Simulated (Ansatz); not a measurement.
A calculation on A-type hexagonal La2O3 returned lattice constant a 3.960 Å, lattice parameter c 6.192 Å, equilibrium volume per atom 16.82 Å³/atom, formation enthalpy -3.620 eV/atom.

For reference: lattice constant a 3.934 Å (measured, 300 K, not corrected to a static lattice, sources range from 3.934 to 3.940; as tabulated in Santana et al. (2016), arXiv:1608.06321); lattice parameter c 6.13 Å (measured, temperature not stated, no zero-point or thermal correction; as tabulated in Rustad et al. (2011), arXiv:1107.4261); equilibrium volume per atom 16.44 Å³/atom (measured, room temperature, no zero-point or thermal correction, equation of state from high-pressure X-ray diffraction; as tabulated in Ibáñez et al. (2020), arXiv:2005.12956); formation enthalpy -3.72 eV/atom (measured, 298 K, not corrected to a static lattice; as tabulated in Zhang et al. (2018), doi:10.1038/s41524-018-0065-z).

Which level of theory produced these numbers?
A) r²SCAN (Ansatz (a quantum-chemistry and plane-wave program))
B) rVV10 (Ansatz)
C) PBE (Ansatz)
D) LDA (Ansatz)

B, rVV10 (Ansatz)

The others give: LDA 3.883 Å, 5.951 Å, 15.54 Å³/atom, -3.721 eV/atom; PBE 3.941 Å, 6.187 Å, 16.64 Å³/atom, -3.393 eV/atom; r²SCAN 3.935 Å, 6.126 Å, 16.43 Å³/atom, -3.682 eV/atom.

Unless a cell is named, each level is at its own relaxed cell (LDA 15.54, PBE 16.64, r²SCAN 16.43, rVV10 16.82 Å³/atom).

Ansatz's density-functional and Hartree–Fock values are scalar-relativistic unless marked +SOC, with PAW data made under PBE.
